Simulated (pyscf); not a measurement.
Structures and frequencies: ωB97X-D3(BJ)/def2-SVP in PySCF.

SMILES: C[CH2][AlH][Cl]
```xyz
10

C     -1.6856    -0.3368    -2.1527
C     -1.0146    -1.0884    -0.9926
Al     0.3120    -0.0647     0.0029
Cl     1.3055    -1.0025     1.6114
H     -2.4303    -0.9600    -2.6752
H     -2.2081     0.5698    -1.8043
H     -0.9502    -0.0095    -2.9065
H     -0.5257    -2.0112    -1.3579
H     -1.7730    -1.4483    -0.2719
H      0.7148     1.4338    -0.2948
```

Question: How much does it cost (ΔH, 298 K, ωB97M-D3(BJ)/def2-TZVP) to split `[CH3][CH2][AlH][Cl]` at its Al–H bond into [H₃C–CH₂–Al–Cl]• + H•?

Answer: Al–H to [H₃C–CH₂–Al–Cl]• + H•: 354.0 kJ/mol. The 7 functionals that were run give +321.9 (PBE) to +354.0 kJ/mol (ωB97M-D3(BJ)). The radicals are drawn with the spin at the cut bond; how far it spreads was not checked. Other isomers of [H₃C–CH₂–Al–Cl]• were not searched in full and may lie lower.
